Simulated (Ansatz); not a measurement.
A nudged elastic band was laid between two geometries of CH2O3 (6 atoms, charge 0, multiplicity 1).

Method: Ansatz 0.2.0, RKS LDA/def2-SVP.

```
movable images  : 7
climbing image  : yes
spring          : 5.0 eV/Å²
optimiser       : quadratic models (default)
start path      : through a guess of the saddle point
force threshold : 0.05 eV/Å
iteration limit : 60
end points      : relaxed
```

Initial state:

```xyz
6
Properties=species:S:1:pos:R:3
O -0.646 -0.871 0.740
C -0.045 -0.080 0.052
O 1.255 -0.126 -0.217
O -0.581 0.975 -0.554
H 1.591 -0.917 0.253
H -1.532 0.955 -0.320
```

Final state:

```xyz
6
Properties=species:S:1:pos:R:3
O -0.543 -1.159 0.915
C -0.250 -0.236 0.208
O 0.990 0.019 -0.256
O -1.105 0.680 -0.229
H 1.567 -0.689 0.101
H -0.616 1.322 -0.786
```

**Question.** Which bonds break or form, and what moves?

**Answer.** No bond is made or broken. The dihedral O1–C2–O4–H6 goes from 0 to 180°.

**Question.** What energy profile does the band end with?

**Answer.** The run converged. The highest image is number 4 of 0 to 8, 0.49 eV above the first end and 0.40 eV above the last; the last end lies 0.09 eV above the first. A vibrational analysis at the climbing image gives one clearly imaginary mode, 576i cm⁻¹: a first-order saddle point.

| image | path coordinate (Å) | energy (eV) | dihedral O1–C2–O4–H6 (°) |
| --- | --- | --- | --- |
| 0 | 0.00 | 0.00 | 0 |
| 1 | 0.25 | 0.07 | 21 |
| 2 | 0.50 | 0.25 | 44 |
| 3 | 0.76 | 0.42 | 69 |
| 4 | 1.01 | 0.49 | 93 |
| 5 | 1.24 | 0.43 | 116 |
| 6 | 1.48 | 0.29 | 137 |
| 7 | 1.71 | 0.15 | 159 |
| 8 | 1.95 | 0.09 | 180 |

**Question.** What is the geometry of the highest image?

**Answer.** 
```xyz
6
Properties=species:S:1:pos:R:3:forces:R:3
O -0.603 -1.135 0.685 0.01 0.00 0.00
C -0.157 -0.245 0.010 -0.02 0.01 -0.01
O 1.148 -0.024 -0.173 0.00 0.00 0.00
O -0.886 0.623 -0.711 0.01 0.00 0.01
H 1.612 -0.718 0.344 0.00 0.00 0.00
H -1.071 1.434 -0.201 0.00 0.00 0.00
```

**Question.** What are the harmonic wavenumbers there?

**Answer.** 576i, 557, 622, 624, 723, 989, 1074, 1175, 1393, 1885, 3665, 3754 cm⁻¹.

Run time: 52 s on 1 thread of Arm Neoverse V1, with other jobs on the host, peak memory 0.22 GiB.
